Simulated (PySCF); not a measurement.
**How good is the calculation?**

Numbering as in the mapped SMILES `[CH2:1]=[O:2]`; H(Xn) means a hydrogen on atom n.

Computational details: couplings computed with B3LYP/pcJ-2, structure optimised with PBE0-D3(BJ)/def2-TZVP, GIAO PBE0/pcSseg-2 shieldings, in PySCF 2.14.0 with density-fitted response routines (a single conformation, averaged over atoms made equivalent by symmetry, fast rotation or ring inversion, no solvent, relativity neglected).

Reference values: measured (gas or nonpolar solvent (not told per row); T. W. Keal, PhD thesis, Durham 2005).
| atoms | quantity | reference | computed | computed, scaled |
| --- | --- | --- | --- | --- |
| C1 | δ $^{13}$C vs CH4 | 195.2 | 211.2 | – |
| H(C1) | δ $^{1}$H vs CH4 | 9.50 | 9.97 | – |
| O2 | δ $^{17}$O vs H2O | 590.0 | – | 676.2 |

Reference values: CCSD(T)/cc-pVQZ (gas (isolated, no vibration); M. Maurer, PhD thesis, LMU Munich (Maurer, Ochsenfeld, JCTC 2015 SI; set of Flaig et al., JCTC 2014, 10, 572)).
```json
{"atoms": "C1", "quantity": "δ $^{13}$C", "reference": "189.2", "computed": "205.5", "computed, scaled": "191.8"}
{"atoms": "O2", "quantity": "δ $^{17}$O vs H2O (same level)", "reference": "718.2", "computed": "775.3", "computed, scaled": "–"}
```

Reference values: CCSD(T)/pz3d2f (gas (isolated, no vibration); A. A. Auer, PhD thesis, Mainz 2002 (Auer, Gauss, Stanton, JCP 2003, 118, 10407)).
| atoms | quantity | reference | computed |
| --- | --- | --- | --- |
| C1 | σ $^{13}$C | 4.4 | -19.5 |

Reference values: CCSD(T)/cc-pCVQZ (gas (isolated, no vibration); M. Glasbrenner, PhD thesis, LMU Munich (RPA NMR shieldings paper, SI)).
| atoms | quantity | reference | computed |
| --- | --- | --- | --- |
| C1 | σ $^{13}$C | 4.3 | -19.5 |
| H(C1) | σ $^{1}$H | 22.10 | 21.35 |
| O2 | σ $^{17}$O | -382.9 | -445.7 |

Absolute shieldings are compared as such; zero-point and thermal motion, absent here, lowers them by some tenths of a ppm for H, a few ppm for C and up to about 10 ppm for F.

Computed shifts are σ(ref) − σ with the named reference compound (TMS for H and C) calculated as an isolated molecule at the same level. The measured values may be among those fitted. Scaled to experiment by linear calibration (H and C: mostly CDCl3 data, vs TMS): $^{1}$H: δ = 29.34 − 0.925σ (rms 0.15 ppm, 293 shifts, 0.16 ppm with the 4 outliers that the fit left out); $^{13}$C: δ = 173.50 − 0.940σ (rms 2.1 ppm, 507 shifts, 2.1 ppm with the 1 outlier that the fit left out); $^{17}$O: δ = 268.17 − 0.915σ (rms 11.4 ppm, 77 shifts, 13.0 ppm with the 2 outliers that the fit left out vs liquid water, solution or neat liquid). A few per cent of atoms miss by over 2 rms, more outside the fitted compound classes.

Coupling constants in Hz:
| coupling | reference | computed | source |
| --- | --- | --- | --- |
| $^{2}J$(H(C1),H(C1)) | 37.3 | 46.5 | CC3; gas (equilibrium); Jessen and Sauer, arXiv:2312.00705; CC3 and CCSD from Faber, Sauer, Gauss 2017 |
| $^{2}J$(H(C1),H(C1)) | 40.2 | 46.5 | measured; Jessen and Sauer, arXiv:2312.00705; CC3 and CCSD from Faber, Sauer, Gauss 2017 |
| $^{2}J$(O2,H(C1)) | -3.0 | -3.2 | CC3; gas (equilibrium); Jessen and Sauer, arXiv:2312.00705; CC3 and CCSD from Faber, Sauer, Gauss 2017 |
| $^{1}J$(C1,H(C1)) | 167.9 | 182.7 | CC3; gas (equilibrium); Jessen and Sauer, arXiv:2312.00705; CC3 and CCSD from Faber, Sauer, Gauss 2017 |
| $^{1}J$(C1,O2) | 27.0 | 33.1 | CC3; gas (equilibrium); Jessen and Sauer, arXiv:2312.00705; CC3 and CCSD from Faber, Sauer, Gauss 2017 |
| $^{1}J$(C1,H(C1)) | 172.0 | 182.7 | measured; liquid or solution (compiled); San Fabian, Garcia de la Vega, Suardiaz et al., Magn. Reson. Chem. 2013, 51, 775 (SI) |

Question: How far are the unscaled $^{13}$C shifts from the references?

Answer: Mean signed difference +16.15 ppm, mean absolute 16.15 ppm over 2 comparisons; the largest is +16.3 ppm at C1 (aldehyde carbonyl carbon).

Question: How far are the unscaled $^{13}$C shieldings from the references?

Answer: Mean signed difference -23.85 ppm, mean absolute 23.85 ppm over 2 comparisons; the largest is -23.9 ppm at C1 (aldehyde carbonyl carbon).

15 of the 44 published NMR values on file for this molecule are compared. The rest: values from further sources, other calculations.
